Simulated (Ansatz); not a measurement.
**BCl₂ (doublet): one geometry, many settings at distance B1–Cl2 = 2.696 Å**

Aim: run BCl₂ (doublet) at one geometry under a spread of methods and options, and see what each costs and gives.

Computed with Ansatz 0.2.0, Gaussian basis. Level: the settings change from run to run.

36 further runs of the same task are left out: 12 for a known fault of the program, 1 for a mislabelled method, 18 that didn't finish, 5 set aside as unsound or not needed.

## 1. The system

The geometry derives from a PBE0/def2-TZVP stationary point (not a proven minimum). One bond is set to the value named and the two fragments are kept rigid.

3 atoms, charge 0, spin multiplicity 2.

Atoms are counted from 1 here; the program's logs count them from 0.

Bond lengths: B1–Cl3 1.720 Å.

## 2. CASSCF(9,6)/STO-3G

in.yaml

```yaml
crystal:
  periodic: [false, false, false]
  atoms:
    - {symbol: B, position_ang: [0.000000, -0.878199, 0.376341]}
    - {symbol: Cl, position_ang: [0.000000, 0.357592, -2.019748]}
    - {symbol: Cl, position_ang: [0.000000, -0.089795, 1.904987]}
basis:
  gaussian: {orbitals: STO-3G}
magnetization: {spin_polarized: false, initial_magnetization: 1}
correlation: {active_space: {window: {electrons: 9, orbitals: 6}}}
```

The run is started by

```
> ansatz run in.yaml --threads 1 --pin off --events-out ev --progress --plain --max-ram 2393MiB
```

What it wrote:

```text
Functional definition: HF
  name "HF"
  cite "Fock, Z. Phys. 61, 126 (1930) doi:10.1007/BF01340294"
  parent pbe
  exchange = exact_x
  correlation = 0
252 factors; integrals over basis functions are off by at most 3.4e-5 eV
mean field evaluation 1: about -25394.2939 eV, gradient 1.8e1 eV
mean field evaluation 2: about -25394.3205 eV, gradient 1.8e1 eV
mean field evaluation 4: about -25398.1694 eV, gradient 7.2e0 eV
mean field evaluation 8: about -25398.9470 eV, gradient 7.3e-1 eV
mean field evaluation 16: about -25399.0755 eV, gradient 3.6e-5 eV
mean field evaluation 32: about -25399.0755 eV, gradient 2.6e-6 eV
mean field evaluation 64: about -25398.6752 eV, gradient 3.7e0 eV
mean field -25399.07553719 eV, -933.3988098800 hartree, gradient 2.1e-6 eV, S^2 0.750000; 8 other end points of the search recorded, 0 dependent functions left out
reference -25399.07553719 eV, -933.3988098800 hartree; 20, 19 occupied and 3, 4 virtual orbitals, 252 factors
state -25399.97370683 eV, -933.4318170055 hartree
Total energy: -25399.97370683 eV, -933.4318170055 hartree
```

Wall time 1.3 s (1 thread of Arm Neoverse V1, shared host).

From the report: 90 determinants; active occupations 2.00, 2.00, 1.99, 1.86, 1.01, 0.14.

## 3. CASSCF(15,9)/cc-pVDZ

in.yaml, as its differences from that of step 2:

```diff
@@ -7,4 +7,5 @@
 basis:
-  gaussian: {orbitals: STO-3G}
+  gaussian: {orbitals: cc-pVDZ}
 magnetization: {spin_polarized: false, initial_magnetization: 1}
-correlation: {active_space: {window: {electrons: 9, orbitals: 6}}}
+correlation: {active_space: {window: {electrons: 15, orbitals: 9}, states: [{multiplicity: 2, weights: [1, 1]}, {multiplicity: 4, weights: [1]}], root: 1}}
+accuracy: high
```

Launched as before.

What it wrote (excerpt; [...] marks lines left out):

```text
Functional definition: HF
  name "HF"
  cite "Fock, Z. Phys. 61, 126 (1930) doi:10.1007/BF01340294"
  parent pbe
[...]
1030 factors; integrals over basis functions are off by at most 3.5e-9 eV
[...]
mean field -25676.82266476 eV, -943.6058285545 hartree, gradient 2.7e-8 eV, S^2 0.750000; 16 other end points of the search recorded, 0 dependent functions left out
reference -25676.82266476 eV, -943.6058285545 hartree; 20, 19 occupied and 30, 31 virtual orbitals, 1030 factors
state -25677.26113139 eV, -943.6219419058 hartree
state -25676.68703975 eV, -943.6008444273 hartree
state -25674.99474006 eV, -943.5386535606 hartree
Total energy: -25676.68703975 eV, -943.6008444273 hartree
```

Run time: 27 s. Hardware: 1 thread of Arm Neoverse V1, shared host.

From the report: 324 determinants; active occupations (of the averaged states) 2.00, 2.00, 2.00, 2.00, 2.00, 1.82, 1.46, 1.33, 0.39.

## 4. MP2 on ROHF/def2-SVP

in.yaml

```yaml
crystal:
  periodic: [false, false, false]
  atoms:
    - {symbol: B, position_ang: [0.000000, -0.878199, 0.376341]}
    - {symbol: Cl, position_ang: [0.000000, 0.357592, -2.019748]}
    - {symbol: Cl, position_ang: [0.000000, -0.089795, 1.904987]}
basis:
  gaussian: {orbitals: def2-SVP, fitting: {mean_field: def2-universal-jkfit}}
magnetization: {spin_polarized: false, initial_magnetization: 1}
correlation: {method: mp2, electrons: outside_noble_gas}
scf: {lower_state_search: light}
output: {forces: true}
```

Launched as before.

What it wrote (excerpt; [...] marks lines left out):

```text
Functional definition: HF
  name "HF"
  cite "Fock, Z. Phys. 61, 126 (1930) doi:10.1007/BF01340294"
  parent pbe
[...]
331 factors; integrals over basis functions are off by at most 3.1e-2 eV
[...]
mean field -25667.95616408 eV, -943.2799906643 hartree, gradient 2.1e-6 eV, S^2 0.750000; 16 other end points of the search recorded, 0 dependent functions left out
[...]
11 core orbitals not correlated: weight in the atoms' cores, before any rotation towards them, 1.000 or more for the frozen orbitals, at most 0.000 for the correlated occupied ones
reference -25667.95616408 eV, -943.2799906643 hartree; 9, 8 occupied and 30, 31 virtual orbitals, 331 factors
second order -8.63937470 eV of doubles, -0.10547422 eV of singles
[...]
Total energy: -25676.70101300 eV, -943.6013579346 hartree
Atom 0 at     0.000000    -0.878199     0.376341 Å, force     0.000000     1.401002    -0.484112 eV/Å
Atom 1 at     0.000000     0.357592    -2.019748 Å, force     0.000000    -0.813947     1.500299 eV/Å
Atom 2 at     0.000000    -0.089795     1.904987 Å, force    -0.000000    -0.587055    -1.016187 eV/Å
Dipole moment:     0.000000    -0.081395     0.794370 e Å
```

Run time: 6 s. Hardware: 1 thread of Arm Neoverse V1, shared host.

## 5. CCSD(T) on ROHF/cc-pVDZ

in.yaml

```yaml
crystal:
  periodic: [false, false, false]
  atoms:
    - {symbol: B, position_ang: [0.000000, -0.878199, 0.376341]}
    - {symbol: Cl, position_ang: [0.000000, 0.357592, -2.019748]}
    - {symbol: Cl, position_ang: [0.000000, -0.089795, 1.904987]}
basis:
  gaussian: {orbitals: cc-pVDZ}
magnetization: {spin_polarized: false, initial_magnetization: 1}
hamiltonian: {pseudopotentials: {relativity: scalar}}
correlation: {method: ccsd_t, electrons: outside_noble_gas}
scf: {lower_state_search: off}
output: {forces: true}
```

The command is unchanged.

What it wrote (excerpt; [...] marks lines left out):

```text
Functional definition: HF
  name "HF"
  cite "Fock, Z. Phys. 61, 126 (1930) doi:10.1007/BF01340294"
  parent pbe
[...]
521 factors; integrals over basis functions are off by at most 6.1e-4 eV
[...]
mean field -25744.66743371 eV, -946.0990778264 hartree, gradient 3.0e-6 eV, S^2 0.750000; 0 other end points of the search recorded, 0 dependent functions left out
11 core orbitals not correlated: weight in the atoms' cores, before any rotation towards them, 1.000 or more for the frozen orbitals, at most 0.000 for the correlated occupied ones
reference -25744.66743371 eV, -946.0990778264 hartree; 9, 8 occupied and 30, 31 virtual orbitals, 521 factors
second order -8.72580471 eV of doubles, -0.10557820 eV of singles
cycle   1  -9.57815468 eV  change   -7.4e-1 eV  update   9.8e-2
[...]
cycle  22  -10.06992524 eV  change   -2.2e-7 eV  update   2.3e-7
perturbative correction -0.29974988 eV, -0.0110156049 hartree
[...]
Total energy: -25755.03710883 eV, -946.4801563584 hartree
Relativity: scalar
Atom 0 at     0.000000    -0.878199     0.376341 Å, force     0.000000     0.881945    -1.305562 eV/Å
Atom 1 at     0.000000     0.357592    -2.019748 Å, force     0.000000    -0.782469     1.550093 eV/Å
Atom 2 at     0.000000    -0.089795     1.904987 Å, force    -0.000000    -0.099476    -0.244531 eV/Å
Dipole moment:    -0.000000    -0.092514     0.704392 e Å
Checks for a lower state left out: starts, cluster_reference, orbital_swaps, neighbouring_geometries, increment
```

It took 9 s on 1 thread of Arm Neoverse V1, shared host.

From the report: correlation -10.3697 eV; T1 0.050; largest double amplitude 0.09.

## 6. CASSCF(5,7)/cc-pVDZ

in.yaml, as its differences from that of step 5:

```diff
@@ -10,4 +10,4 @@
 hamiltonian: {pseudopotentials: {relativity: scalar}}
-correlation: {method: ccsd_t, electrons: outside_noble_gas}
-scf: {lower_state_search: off}
+correlation: {active_space: {window: {electrons: 5, orbitals: 7}, states: [{multiplicity: 2, weights: [1, 1, 0.5]}]}}
+scf: {lower_state_search: full}
 output: {forces: true}
```

Same command.

What it wrote (excerpt; [...] marks lines left out):

```text
Functional definition: HF
  name "HF"
  cite "Fock, Z. Phys. 61, 126 (1930) doi:10.1007/BF01340294"
  parent pbe
[...]
945 factors; integrals over basis functions are off by at most 1.9e-7 eV
[...]
mean field -25744.66749056 eV, -946.0990799158 hartree, gradient 2.6e-6 eV, S^2 0.750000; 23 other end points of the search recorded, 0 dependent functions left out
reference -25744.66749056 eV, -946.0990799158 hartree; 20, 19 occupied and 30, 31 virtual orbitals, 945 factors
state -25746.04033842 eV, -946.1495311440 hartree
state -25745.20114000 eV, -946.1186911709 hartree
state -25743.73148552 eV, -946.0646823650 hartree
[...]
Total energy: -25745.24288847 eV, -946.1202253989 hartree
Relativity: scalar
Atom 0 at     0.000000    -0.878199     0.376341 Å, force     0.000000    -0.497866    -0.253397 eV/Å
Atom 1 at     0.000000     0.357592    -2.019748 Å, force    -0.000000     0.149509    -0.056999 eV/Å
Atom 2 at     0.000000    -0.089795     1.904987 Å, force    -0.000000     0.348357     0.310396 eV/Å
Dipole moment:    -0.000000     0.007265     0.206540 e Å
```

Wall time 51 s (1 thread of Arm Neoverse V1, shared host).

From the report: 735 determinants; active occupations (of the averaged states) 1.76, 1.59, 1.42, 0.16, 0.06, 0.01, 0.00.

## 7. CCSD on UHF/STO-3G

in.yaml

```yaml
crystal:
  periodic: [false, false, false]
  atoms:
    - {symbol: B, position_ang: [0.000000, -0.878199, 0.376341]}
    - {symbol: Cl, position_ang: [0.000000, 0.357592, -2.019748]}
    - {symbol: Cl, position_ang: [0.000000, -0.089795, 1.904987]}
basis:
  gaussian: {orbitals: STO-3G}
magnetization: {spin_polarized: true, initial_magnetization: 1}
correlation: {method: ccsd, electrons: outside_noble_gas, diis_vectors: 1}
```

Same command.

What it wrote (excerpt; [...] marks lines left out):

```text
Functional definition: HF
  name "HF"
  cite "Fock, Z. Phys. 61, 126 (1930) doi:10.1007/BF01340294"
  parent pbe
[...]
252 factors; integrals over basis functions are off by at most 3.4e-5 eV
[...]
mean field -25399.47633155 eV, -933.4135388012 hartree, gradient 2.9e-6 eV, S^2 1.046722; 24 other end points of the search recorded, 0 dependent functions left out
determinant -25399.47633155 eV, -933.4135388012 hartree, with singles and doubles -25401.02952255 eV, -933.4706175173 hartree
determinant -25398.59563406 eV, -933.3811737651 hartree, with singles and doubles -25400.22430891 eV, -933.4410264621 hartree
determinant -25398.58616234 eV, -933.3808256860 hartree, with singles and doubles -25400.22523326 eV, -933.4410604312 hartree
determinant -25398.57571957 eV, -933.3804419214 hartree, with singles and doubles -25400.38467841 eV, -933.4469199325 hartree
[...]
determinant -25397.41642301 eV, -933.3378385584 hartree, with singles and doubles -25398.09938065 eV, -933.3629367890 hartree
determinant -25397.38183007 eV, -933.3365672914 hartree, with singles and doubles -25398.06809502 eV, -933.3617870629 hartree
determinant -25399.47633155 eV, -933.4135388012 hartree, with singles and doubles -25401.03697932 eV, -933.4708915486 hartree
determinant -25398.32541331 eV, -933.3712433360 hartree, with singles and doubles -25400.92856487 eV, -933.4669073913 hartree
11 core orbitals not correlated: weight in the atoms' cores, before any rotation towards them, 1.000 or more for the frozen orbitals, at most 0.000 for the correlated occupied ones
reference -25399.47633155 eV, -933.4135388012 hartree; 9, 8 occupied and 3, 4 virtual orbitals, 252 factors
second order -0.89085471 eV of doubles, -0.00000000 eV of singles
cycle   1  -1.56064483 eV  change    2.9e-6 eV  update   5.2e-6
Total energy: -25401.03697638 eV, -933.4708914407 hartree
```

It took 3 s on 1 thread of Arm Neoverse V1, shared host.

From the report: ⟨S²⟩ of the determinant 1.047 (pure doublet: 0.75); correlation -1.5606 eV; T1 0.038; largest double amplitude 0.17.

## 8. MP2 on UHF/cc-pVDZ

in.yaml, as its differences from that of step 7:

```diff
@@ -7,4 +7,7 @@
 basis:
-  gaussian: {orbitals: STO-3G}
+  gaussian: {orbitals: cc-pVDZ}
 magnetization: {spin_polarized: true, initial_magnetization: 1}
-correlation: {method: ccsd, electrons: outside_noble_gas, diis_vectors: 1}
+correlation: {method: mp2, electrons: outside_noble_gas}
+accuracy: high
+scf: {lower_state_search: off}
+output: {forces: true}
```

Same command.

What it wrote (excerpt; [...] marks lines left out):

```text
Functional definition: HF
  name "HF"
  cite "Fock, Z. Phys. 61, 126 (1930) doi:10.1007/BF01340294"
  parent pbe
[...]
1030 factors; integrals over basis functions are off by at most 3.5e-9 eV
[...]
mean field -25677.27328095 eV, -943.6223883938 hartree, gradient 4.6e-8 eV, S^2 0.975498; 0 other end points of the search recorded, 0 dependent functions left out
11 core orbitals not correlated: weight in the atoms' cores, before any rotation towards them, 1.000 or more for the frozen orbitals, at most 0.000 for the correlated occupied ones
reference -25677.27328095 eV, -943.6223883938 hartree; 9, 8 occupied and 30, 31 virtual orbitals, 1030 factors
second order -8.43114138 eV of doubles, -0.00000000 eV of singles
[...]
Total energy: -25685.70442233 eV, -943.9322271249 hartree
Atom 0 at     0.000000    -0.878199     0.376341 Å, force    -0.000000     1.258883    -1.132013 eV/Å
Atom 1 at     0.000000     0.357592    -2.019748 Å, force    -0.000000    -0.924186     1.811218 eV/Å
Atom 2 at     0.000000    -0.089795     1.904987 Å, force     0.000000    -0.334697    -0.679205 eV/Å
Dipole moment:     0.000000    -0.155378     0.861460 e Å
Checks for a lower state left out: starts, cluster_reference, orbital_swaps, neighbouring_geometries, increment
```

Run time: 3.2 s. Hardware: 1 thread of Arm Neoverse V1, shared host.

From the report: ⟨S²⟩ of the determinant 0.975 (pure doublet: 0.75).

## 9. CCSD(T) on ROHF/cc-pVDZ

in.yaml

```yaml
crystal:
  periodic: [false, false, false]
  atoms:
    - {symbol: B, position_ang: [0.000000, -0.878199, 0.376341]}
    - {symbol: Cl, position_ang: [0.000000, 0.357592, -2.019748]}
    - {symbol: Cl, position_ang: [0.000000, -0.089795, 1.904987]}
basis:
  gaussian: {orbitals: cc-pVDZ}
magnetization: {spin_polarized: false, initial_magnetization: 1}
correlation: {method: ccsd_t, electrons: outside_noble_gas}
accuracy: high
```

Same command.

What it wrote (excerpt; [...] marks lines left out):

```text
Functional definition: HF
  name "HF"
  cite "Fock, Z. Phys. 61, 126 (1930) doi:10.1007/BF01340294"
  parent pbe
[...]
1030 factors; integrals over basis functions are off by at most 3.5e-9 eV
[...]
mean field -25676.82266476 eV, -943.6058285545 hartree, gradient 2.7e-8 eV, S^2 0.750000; 18 other end points of the search recorded, 0 dependent functions left out
[...]
determinant -25676.82266476 eV, -943.6058285545 hartree, with singles and doubles -25686.87580054 eV, -943.9752744801 hartree
determinant -25676.68234835 eV, -943.6006720215 hartree, with singles and doubles -25686.79598360 eV, -943.9723412615 hartree
determinant -25676.66907274 eV, -943.6001841520 hartree, with singles and doubles -25686.85150326 eV, -943.9743815716 hartree
determinant -25676.16130329 eV, -943.5815239686 hartree, with singles and doubles -25685.95499977 eV, -943.9414356761 hartree
[...]
determinant -25676.82266476 eV, -943.6058285545 hartree, with singles and doubles -25686.89470575 eV, -943.9759692337 hartree
determinant -25676.68234835 eV, -943.6006720215 hartree, with singles and doubles -25686.83520814 eV, -943.9737827368 hartree
determinant -25676.66907274 eV, -943.6001841520 hartree, with singles and doubles -25686.86281749 eV, -943.9747973617 hartree
11 core orbitals not correlated: weight in the atoms' cores, before any rotation towards them, 1.000 or more for the frozen orbitals, at most 0.000 for the correlated occupied ones
reference -25676.66907274 eV, -943.6001841520 hartree; 9, 8 occupied and 30, 31 virtual orbitals, 1030 factors
second order -9.08726081 eV of doubles, -0.15715358 eV of singles
cycle   1  -10.19374388 eV  change    8.6e-7 eV  update   3.4e-6
[...]
cycle  17  -10.19374186 eV  change  -1.3e-10 eV  update   1.8e-9
perturbative correction -0.34434872 eV, -0.0126545819 hartree
Total energy: -25687.20716332 eV, -943.9874518376 hartree
```

Run time: 24 s. Hardware: 1 thread of Arm Neoverse V1, shared host.

From the report: correlation -10.5381 eV; T1 0.038; largest double amplitude 0.12.

## 10. CCSD(T) on UHF/6-31++G**

in.yaml, as its differences from that of step 9:

```diff
@@ -7,5 +7,7 @@
 basis:
-  gaussian: {orbitals: cc-pVDZ}
-magnetization: {spin_polarized: false, initial_magnetization: 1}
+  gaussian: {orbitals: "6-31++G**"}
+magnetization: {spin_polarized: true, initial_magnetization: 1}
 correlation: {method: ccsd_t, electrons: outside_noble_gas}
 accuracy: high
+scf: {omitted_lower_state_checks: [cluster_reference]}
+output: {forces: true}
```

Same command.

What it wrote (excerpt; [...] marks lines left out):

```text
Functional definition: HF
  name "HF"
  cite "Fock, Z. Phys. 61, 126 (1930) doi:10.1007/BF01340294"
  parent pbe
[...]
1188 factors; integrals over basis functions are off by at most 3.4e-9 eV
[...]
mean field -25675.98185553 eV, -943.5749293851 hartree, gradient 3.5e-8 eV, S^2 0.978411; 12 other end points of the search recorded, 0 dependent functions left out
11 core orbitals not correlated: weight in the atoms' cores, before any rotation towards them, 1.000 or more for the frozen orbitals, at most 0.000 for the correlated occupied ones
reference -25675.98185553 eV, -943.5749293851 hartree; 9, 8 occupied and 45, 46 virtual orbitals, 1188 factors
second order -8.19926736 eV of doubles, -0.00000000 eV of singles
cycle   1  -8.90529245 eV  change   -7.1e-1 eV  update   9.4e-2
[...]
cycle  37  -9.41771387 eV  change  -5.2e-10 eV  update  5.2e-10
perturbative correction -0.32395612 eV, -0.0119051677 hartree
[...]
Total energy: -25685.72352552 eV, -943.9329291542 hartree
Atom 0 at     0.000000    -0.878199     0.376341 Å, force     0.000000     1.172774    -0.705843 eV/Å
Atom 1 at     0.000000     0.357592    -2.019748 Å, force    -0.000000    -0.772686     1.527407 eV/Å
Atom 2 at     0.000000    -0.089795     1.904987 Å, force    -0.000000    -0.400088    -0.821563 eV/Å
Dipole moment:    -0.000000    -0.136587     0.732498 e Å
Checks for a lower state left out: cluster_reference
```

Run time: 67 s. Hardware: 1 thread of Arm Neoverse V1, shared host; peak memory 0.48 GiB.

From the report: ⟨S²⟩ of the determinant 0.978 (pure doublet: 0.75); correlation -9.7417 eV; T1 0.036; largest double amplitude 0.06.

## 11. The runs in one table

Where basis and cores are those of an earlier UCCSDT(Q)/cc-pVDZ run (-25687.2783 eV), and the state is the same kind, the miss against it is given.

| level | correlated | functions | energy (eV) | from UCCSDT(Q) (meV) | time |
| --- | --- | --- | --- | --- | --- |
| CASSCF(9,6)/STO-3G |  | 23 | -25399.9737 |  | 1.3 s |
| CASSCF(15,9)/cc-pVDZ (excited root 1 of an average) |  | 50 | -25676.6870 |  | 27 s |
| MP2 on ROHF/def2-SVP | outside noble gas | 50 | -25676.7010 |  | 6 s |
| CCSD(T) on ROHF/cc-pVDZ (relativity set) | outside noble gas | 50 | -25755.0371 |  | 9 s |
| CASSCF(5,7)/cc-pVDZ (mean of several states, relativity set) |  | 50 | -25745.2429 |  | 51 s |
| CCSD on UHF/STO-3G | outside noble gas | 23 | -25401.0370 |  | 3 s |
| MP2 on UHF/cc-pVDZ | outside noble gas | 50 | -25685.7044 | 1573.9 | 3.2 s |
| CCSD(T) on ROHF/cc-pVDZ | outside noble gas | 50 | -25687.2072 | 71.2 | 24 s |
| CCSD(T) on UHF/6-31++G** | outside noble gas | 65 | -25685.7235 |  | 67 s |

## 12. Outcome

```
quantity                           value
    runs                               9
quickest       CASSCF(9,6)/STO-3G, 1.3 s
 slowest  CCSD(T) on UHF/6-31++G**, 67 s
```

What this shows: Total energies in different bases, with other cores or another treatment of relativity can't be set against each other. CCSD(T) on UHF/6-31++G** took 52 times as long as CASSCF(9,6)/STO-3G; the jobs differ in more than the method. Among the correlated runs with a miss given, it spans +71 to +1574 meV.
